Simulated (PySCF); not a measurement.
Species: C₄H₇FO.
Numbering: `[CH2:1]=[C:2]([CH2:3][F:4])[O:5][CH3:6]` (hydrogens: H7, H8 on C1; H9, H10 on C3; H11, H12, H13 on C6)

Computed by this run: PBE0-D3(BJ)/def2-SVP geometry optimisation, gas phase (PySCF 2.14.0); density fitting, grid level 1; the optimiser is geomeTRIC in internal coordinates, started from a GFN2-xTB structure with every atom displaced at random (about 0.01 Å).

Step 0: E = -9008.4171 eV
```
atom  x, y, z in Å  |  force x, y, z in eV/Å
C1      0.3652    1.3234    0.0138   -0.895   2.147   0.251
C2      0.3922    0.0232   -0.0874    0.047  -2.228  -0.253
C3      1.6428   -0.7437   -0.3840    1.802   0.782   0.958
F4      2.7733    0.0903   -0.5367   -1.317  -0.546   0.112
O5     -0.6359   -0.8634    0.0418    0.123   0.746   0.166
C6     -1.9118   -0.3200    0.3247    0.446  -0.919   0.040
H7      1.2462    1.9267   -0.1217    0.584  -0.012  -0.092
H8     -0.5461    1.8937    0.2120   -0.044  -0.170   0.042
H9      1.8900   -1.4192    0.4684   -0.327   0.070  -0.379
H10     1.5526   -1.3172   -1.2937   -0.246  -0.506  -0.601
H11    -2.5859   -1.1824    0.4052   -0.084   0.072  -0.068
H12    -2.2354    0.3404   -0.4700   -0.271   0.385  -0.548
H13    -1.9423    0.2323    1.2660    0.181   0.179   0.371
```

Step 1: E = -9008.5292 eV
```
atom  x, y, z in Å  |  force x, y, z in eV/Å
C1      0.3589    1.3309    0.0611    0.023  -0.079   0.044
C2      0.3989   -0.0038   -0.0306    0.078   0.068  -0.008
C3      1.6660   -0.7429   -0.3597   -0.134   0.153  -0.531
F4      2.6373    0.1472   -0.7170    0.245  -0.082   0.176
O5     -0.6232   -0.8674    0.1082   -0.040  -0.032  -0.020
C6     -1.9020   -0.3249    0.2938   -0.011   0.127  -0.015
H7      1.2846    1.8876   -0.0752   -0.014  -0.008  -0.038
H8     -0.5498    1.8850    0.2770   -0.124   0.052   0.031
H9      2.0094   -1.3591    0.4879   -0.003  -0.004   0.042
H10     1.4775   -1.4038   -1.2308   -0.059  -0.041   0.260
H11    -2.6085   -1.1619    0.3358    0.001  -0.047   0.007
H12    -2.1764    0.3435   -0.5455    0.021  -0.070   0.074
H13    -1.9678    0.2536    1.2335    0.019  -0.038  -0.022
```

Step 2: E = -9008.5455 eV
```
atom  x, y, z in Å  |  force x, y, z in eV/Å
C1      0.3309    1.3608    0.0411    0.224  -0.033  -0.058
C2      0.4136    0.0305   -0.0763   -0.095  -0.030   0.021
C3      1.6650   -0.7501   -0.3732    0.146   0.242   0.027
F4      2.7257    0.0656   -0.6519   -0.140  -0.009  -0.009
O5     -0.6031   -0.8424    0.0531   -0.116  -0.114  -0.013
C6     -1.8797   -0.3227    0.3028    0.001  -0.033   0.014
H7      1.2352    1.9517   -0.0911    0.042   0.015  -0.011
H8     -0.6022    1.8804    0.2594    0.032  -0.024  -0.007
H9      1.9277   -1.3781    0.4957   -0.092  -0.043   0.030
H10     1.4721   -1.4228   -1.2280    0.007   0.049  -0.001
H11    -2.5718   -1.1736    0.3298   -0.003   0.000   0.001
H12    -2.1898    0.3770   -0.4935   -0.012  -0.020   0.004
H13    -1.9187    0.2078    1.2706    0.006   0.001   0.001
```

Task: Estimate the geometry and energy of step 3. (The exact step hangs on the optimiser's Hessian estimate; all steps are aligned on step 2, rigid shifts and turns removed.)

Result: E = -9008.5512 eV, largest force 0.207 eV/Å
```
atom  x, y, z in Å  |  force x, y, z in eV/Å
C1      0.3626    1.3611    0.0193   -0.169   0.005  -0.010
C2      0.3961    0.0295   -0.0966    0.055   0.073   0.043
C3      1.6607   -0.7295   -0.3723    0.054  -0.102   0.172
F4      2.7250    0.0946   -0.6014   -0.173  -0.039  -0.056
O5     -0.6248   -0.8442    0.0274    0.163   0.041  -0.052
C6     -1.8995   -0.3394    0.3127    0.031   0.020   0.027
H7      1.2899    1.9161   -0.1165   -0.002  -0.012   0.010
H8     -0.5518    1.9158    0.2324    0.010  -0.006  -0.004
H9      1.8909   -1.3669    0.5002   -0.030  -0.045  -0.012
H10     1.4939   -1.3965   -1.2341    0.077   0.016  -0.100
H11    -2.5830   -1.1979    0.3373   -0.003   0.017  -0.001
H12    -2.2336    0.3716   -0.4619   -0.018   0.012  -0.022
H13    -1.9214    0.1697    1.2920    0.004   0.019   0.005
```

The energy changes by -0.0056 eV. The first-order estimate −F·Δx gives -0.0254 eV and the mean of the old and new forces, exact on a quadratic surface, -0.0061 eV. The step makes an angle of 70° with the force vector and moves no atom by more than 0.070 Å.

The cost below is that of the whole optimisation. On one thread, Arm Neoverse V1 (aarch64), shared host with 32 logical CPUs at a one-minute load of 18, this took 38 s wall and 0.51 GiB of memory at its peak.
